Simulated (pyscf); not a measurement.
PySCF, gas phase, ωB97X-D3(BJ)/def2-SVP geometries. MP2 and CC: frozen core, UHF for open shells. ΔMP2 is the change of the MP2 total energy from the triple- to the quadruple-zeta basis.

Task: HO–InH–AsH₂ (SMILES [OH][InH][AsH2]) → H₂As–In (SMILES [AsH2][In]) [singlet] + H₂O (SMILES O)
Surface: singlet. Broken: In–O, H–In. Formed: H–O. Give ΔE‡ and ΔE from CCSD(T)/def2-TZVPP + ΔMP2(QZVPP), relative to the reactant's lowest minimum found.

Result: ΔE‡ = 1.94 eV, ΔE = +0.12 eV. Zero-point energy shifts the barrier by -0.07 eV. It is a 1,1-elimination, with an imaginary mode of 1384i cm⁻¹. On the product side the descent ends in a bound adduct, 0.43 eV under the separated species and 2.29 eV under the saddle at ωB97X-D3(BJ)/def2-TZVP. At ωB97X-D3(BJ)/def2-TZVP the barrier from the zero used here is 2.15 eV. This is the saddle that the search found; another between the same sides may lie lower. The CCSD(T) − MP2 part came from Ansatz, without density fitting, on the same reference. The frozen core leaves the outer d or s,p core shells of the metals and heavy elements correlated in the MP2 and CC values, and def2-TZVPP describes them poorly, which can shift differences by a few kcal/mol. Elements up to Kr have no core potential and no relativistic terms here. Elements past Kr carry the def2 core potentials, without spin-orbit coupling.
